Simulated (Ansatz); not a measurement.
C₄H₉F, SMILES `CCC(C)F` at its PBE0-D4/def2-TZVP geometry, where that method's forces vanish. Total charge 0; spin multiplicity 1.

```xyz
14

C    -0.1672   -1.3194    0.9980
C     0.6268   -0.0426    0.7790
C     0.5624    0.4677   -0.6444
C    -0.8018    0.9311   -1.0881
F     1.4416    1.5461   -0.7531
H    -0.0263   -1.6934    2.0136
H     0.1509   -2.1079    0.3097
H    -1.2383   -1.1631    0.8527
H     0.2717    0.7491    1.4473
H     1.6799   -0.2117    1.0215
H     0.9395   -0.3030   -1.3291
H    -1.1857    1.6938   -0.4061
H    -1.5057    0.0970   -1.1095
H    -0.7478    1.3564   -2.0914
```

What forces (eV/Å) does ωB97M-V/def2-TZVPP give on these atoms in the Gaussian-basis code of Ansatz? (Best estimate.)

Ansatz gave: 
```
C1  -0.116 -0.177  0.028
C2   0.135  0.136  0.140
C3  -0.024 -0.284 -0.102
C4  -0.170  0.060 -0.056
F5   0.134  0.184 -0.007
H6  -0.012  0.028 -0.080
H7  -0.019  0.060  0.042
H8   0.076 -0.008  0.010
H9   0.020 -0.049 -0.056
H10 -0.078  0.015 -0.021
H11 -0.032  0.061  0.059
H12  0.035 -0.052 -0.036
H13  0.052  0.055  0.002
H14  0.000 -0.031  0.075
```
